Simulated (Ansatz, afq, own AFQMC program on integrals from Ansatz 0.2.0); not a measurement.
AFQMC on a folder of integrals that Ansatz 0.2.0 wrote.

```yaml
crystal:
  periodic: [false, false, false]
  atoms:
    - {symbol: B, position_ang: [0.000000, -0.080006, 0.000000]}
    - {symbol: H, position_ang: [0.000000, 0.429067, -1.077008]}
    - {symbol: H, position_ang: [0.000000, 0.429067, 1.077008]}
basis:
  gaussian: {orbitals: cc-pVQZ}
magnetization: {spin_polarized: false, initial_magnetization: 1}
correlation: {method: ccsd_t, electrons: outside_noble_gas, hamiltonian_folder: ham}
```

```sh
$ ansatz run in.yaml --threads 1 --pin off --events-out ev --progress --plain --max-ram 16896MiB --backend cuda --devices 0, --max-vram 18GiB
```

afq runs on the folder ham with

```
--method free --trial cisd --walkers 400 --time-step 0.03 --max-blocks 4000 --target-error 0.00028 --factor-cut 1e-05 --seed 9346 --times 0,0.3,0.6,1.2,1.8,2.4,3.6,4.8,6 --taylor-order 8
```

Times are imaginary, in 1/Eh. The walk had a cap of 112 s.

Output of the walk:

```
orbitals 114  electrons 3 2  factors 669 of 669
reference energy -25.76047694 Eh
CCSD correlation -0.10628743 Eh in 9 cycles, weight of the determinant in the CISD state 0.9487
repeat  energy at the last time / Eh  error
    10  -25.869376  0.000179
    20  -25.869326  0.000139
    30  -25.869462  0.000120
time / (1/Eh)  energy / Eh  error  mean overlap
  0.00  -25.866738  0.000010  1.0537
  0.30  -25.868410  0.000025  1.0512
  0.60  -25.868919  0.000032  1.0463
  1.20  -25.869281  0.000038  1.0359
  1.80  -25.869272  0.000041  1.0457
  2.40  -25.869403  0.000063  1.0395
  3.60  -25.869392  0.000071  1.0413
  4.80  -25.869315  0.000076  1.0394
  6.00  -25.869465  0.000117  1.0081
energy -25.869465 +/- 0.000117 Eh
```

The run passed its tests (error under three times the target), which doesn't prove that it has relaxed.

Against this walk (error 3.2 meV) on the same determinant: CCSD(T) 13.8 meV higher, CCSDT(Q) 1.4 meV higher (within the noise). The error is statistical, and a free projection of finite length keeps a remainder of its start.

Cautions: remainder of the start not in the error.

The walk took 67 s on 1 × NVIDIA H100 80GB HBM3 with 2 threads of AMD EPYC 7R13 Processor (Zen 3), with other jobs on the host (the card was shared). The log's last line is the free-projection energy.

CCSDT and higher add their correlation energy to the determinant of the CCSD(T) run, since their own runs factorise the integrals more tightly (a shift of under 2 meV). A walk keeps the symmetry of its determinant, which the program's search chose and which needn't be the lowest solution, so a lower state of the same spin and another symmetry isn't excluded.
